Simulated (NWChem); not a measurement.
# A convergence study on SiNH4F (SMILES N[SiH2]F)

SiNH4F: 7 atoms, total charge 0, spin state singlet. SMILES: `N[SiH2]F`. Geometry: relaxed at PBE0-D4/def2-TZVP. This is one conformer, not always the lowest.

```
atom    x (Å)    y (Å)    z (Å)
   N  -0.7615   0.3390  -0.6252
  Si   0.5311  -0.1157   0.3734
   F   0.5151  -1.6539   0.8298
   H  -0.7866   0.1051  -1.6036
   H  -1.6822   0.5135  -0.2584
   H   0.4559   0.6762   1.6207
   H   1.7894   0.0680  -0.3823
```

Program: NWChem 7.3.0. Method: PBE0/6-311+G**. Swept: integration grid. Watched: the vertical ionisation energy (to the doublet cation). Each run: energy. Hardware: 1 thread of AMD EPYC 7R13 (Zen 3), shared host.

The last row is the best point of the sweep, not the limit.

```tsv
integration grid	value (eV)	from the best (eV)	wall time
lebedev 20 3	10.7049	-0.0449	44 s
lebedev 35 6	10.7502	+0.0003	22 s
lebedev 50 8	10.7499	+0.0001	25 s
lebedev 75 11	10.7499	0.0000	31 s
lebedev 99 14	10.7499	0.0000	44 s
lebedev 150 18	10.7499	0.0000	1.7 min
```

Question: Which is the coarsest setting good to 0.001 eV?

Answer: lebedev 35 6: it is 0.0003 eV off and takes 22 s, against 1.7 min for lebedev 150 18.
